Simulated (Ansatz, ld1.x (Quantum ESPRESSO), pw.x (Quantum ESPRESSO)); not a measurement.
**Sc (Z = 21): one change to the TM potential, in the atom and in the bcc crystal**

- Element: Sc (Z = 21)
- Generator: ld1.x (Quantum ESPRESSO) 7.5
- Type: norm-conserving Troullier–Martins (Kleinman–Bylander form)
- Functional: PBEsol
- Relativity: scalar-relativistic
- Frozen core: [Ar]
- Valence charge: 3
- Reference configuration: 3d1 4s2 4p0
- Partial waves: 4p (bound, empty): rc 2.70 bohr; 3d (bound): rc 2.95 bohr; 4s (bound): rc 3.15 bohr
- Local potential: the s channel
- Core correction: none

Change: all radii scaled by about 1.13 (s 3.58, p 3.06, d 3.34 bohr).

Cutoffs, loose and tight: the cutoffs (Ry, on a coarse ladder) from which the occupation-weighted sum of valence levels, in a spherical-Bessel basis at the reference potential, stays within 10 and 1 mRy of its value at 400 Ry. They do not see the model core or the augmentation charge, which bear on the density cutoff. Test errors are all-electron minus pseudo excitation energies from the reference, over the configurations 3d1 4s1 4p0; 3d1 4s0 4p0; 3d1 4s1.5 4p0; 3d2 4s1 4p0; 3d0 4s2 4p0; 3d0 4s2 4p1; 3d1 4s0 4p2; variants that change the core or the reference have their own tests.

Crystal test: bcc Sc in pw.x 7.5, no spin, 13³ k-points, Fermi–Dirac smearing 0.01 Ry, cutoffs set for each file from its atomic test. The reference is all-electron LAPW (Ansatz 0.2.0) with the same functional, mesh and smearing; V0 and B0 come from Birch–Murnaghan fits to the pressures at five volumes. Errors are pseudo minus all-electron; Δ is the rms difference of the E(V) curves that follow from these fits, minima aligned, over ±6 % about the mean V0. Mesh and smearing are coarse, so the numbers serve the comparison and aren't converged zero-temperature values; the lattice is a test structure that the element need not adopt.

All-electron: a0 = 3.635 Å (V0 = 24.01 Å³/atom), B0 = 54.6 GPa.

**Question.** Does the change bring the crystal closer to the all-electron result?

**Answer.** The mean pressure error goes from +3.36 to +1.98 GPa, so the change moves the solid closer to the all-electron pressures.

| quantity | base | changed |
| --- | --- | --- |
| outcome (atom) | generated | generated |
| cutoff, loose (atom) | 25 Ry | 21 Ry |
| cutoff, tight (atom) | 30 Ry | 25 Ry |
| bound ghosts (atom) | none | none |
| largest test error (meV) (atom) | +633 over the solved tests; 1 of 7 tests not solved or not reliable | +727 over the solved tests; 1 of 7 tests not solved or not reliable |
| cutoffs in pw.x (Ry) | 40/160 | 35/140 |
| a0 (Å) | – | 3.680 |
| a0 error (%) | – | +1.25 |
| B0 error (%) | – | -7.5 |
| Δ (meV/atom) | – | 10.4 |
| mean pressure error (GPa) | +3.36 | +1.98 |

A dash: not determined, or the minimum lies outside the volumes sampled.

Base: The largest radius (3.15 bohr) exceeds half the bond length (2.97 bohr), so the spheres overlap, which is one possible source of error among others. This is a poor potential for the solid. Atomic configuration tests: 1 of 7 tests not solved or not reliable. Changed file: The largest radius (3.58 bohr) exceeds half the bond length (2.97 bohr), so the spheres overlap, which is one possible source of error among others. This is a poor potential for the solid. Atomic configuration tests: 1 of 7 tests not solved or not reliable. The atomic cutoffs weigh occupied waves only.
